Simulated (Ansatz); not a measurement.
**BF (triplet): wave-function methods side by side, def2-QZVPP**

One table from this session's results is given with a row withheld; the runs are named, their logs left out.

The runs use Ansatz 0.2.0, Gaussian basis; def2-QZVPP, core rule «outside noble gas», up to 2 orbitals frozen.

The runs, in order: UHF; ROHF; CCSD(T) on UHF.

2 further runs of the same task are left out: 2 set aside as unsound or not needed.

### The geometry

The geometry is a PBE0/def2-TZVP stationary point (not a proven minimum) of the parent state, kept for this charge and spin.

2 atoms, charge 0, spin multiplicity 3.

Atoms are counted from 1 here; the program's logs count them from 0.

Bond lengths: B1–F2 1.263 Å.

The first run:

File in.yaml:

```yaml
crystal:
  periodic: [false, false, false]
  atoms:
    - {symbol: B, position_ang: [0.000000, 0.000000, 0.000000]}
    - {symbol: F, position_ang: [0.000000, 0.000000, 1.263100]}
basis:
  gaussian: {orbitals: "def2-QZVPP.json"}
magnetization: {spin_polarized: true, initial_magnetization: 2}
hamiltonian: {xc: hf}
output: {orbitals: {seedname: orbitals}}
```

Started as:

```sh
> ansatz run in.yaml --threads 1 --pin off --events-out ev --progress --plain --max-ram 2393MiB
```

Steps of the session up to this table: UHF; ROHF; CCSD(T) on UHF.

One table of the session follows, with a row left open; its other results are not shown here.

It belongs to the step «Misses and costs». 

| method | from UCCSD(T) (kJ/mol) |
| --- | --- |
| ROHF | +870.0 |
| UHF | +866.8 |
| UMP2 | ? |
| UCCSD | +27.1 |
| UCCSD(T) | 0 |

**Question.** Estimate the row for UMP2.

**Answer.** from UCCSD(T) (kJ/mol): +34.2. In the column «from UCCSD(T) (kJ/mol)» it lies between UCCSD (+27.1) and UHF (+866.8).
